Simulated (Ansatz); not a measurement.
Geometry optimisation, RKS B3LYP-D4/def2-SVP (Ansatz 0.2.0).

input.yaml

```yaml
crystal:
  periodic: [false, false, false]
  atoms:
    - { symbol: B, position_ang: [-0.002781, 0.255781, 0.062654] }
    - { symbol: F, position_ang: [-0.007229, 0.548265, 1.353748] }
    - { symbol: H, position_ang: [1.060583, 0.192258, -0.500173] }
    - { symbol: H, position_ang: [-1.062892, 0.117826, -0.491651] }
    - { symbol: H, position_ang: [0.066576, -2.062078, 0.654869] }
    - { symbol: H, position_ang: [0.057144, -1.577952, 1.184754] }
basis:
  gaussian: { orbitals: def2-SVP }
hamiltonian:
  xc: b3lyp
  dispersion: d4
relax:
  f_tol: 0.03
  max_steps: 50
output:
  orbitals: {}
```

Run as:

```bash
$ ansatz run input.yaml --threads 1 --pin off --max-ram 2048MiB --backend cpu --events-out ev --progress --plain --runs-dir out
```

Task: Where does it end, and by what steps?

Result: The run converged. After 5 steps the energy has fallen by 0.147 eV; H6 moved furthest, 0.52 Å.

```csv
step,energy less start (eV),largest force component (eV/Å),accepted
0,0.0000,1.260,yes
1,-0.0917,0.855,yes
2,-0.1283,0.492,yes
3,-0.1359,0.504,yes
4,-0.1447,0.310,yes
5,-0.1468,0.007,yes
```

```xyz
6
Properties=species:S:1:pos:R:3
B -0.010 0.459 0.024
F -0.021 0.950 1.249
H 1.062 0.290 -0.506
H -1.071 0.222 -0.499
H 0.078 -2.372 0.647
H 0.074 -2.075 1.347
```

Time of the run: 8 s on 1 thread of Intel(R) Xeon(R) Platinum 8259CL CPU @ 2.50GHz (Skylake/Cascade Lake), with other jobs on the host, peak memory 0.11 GiB.
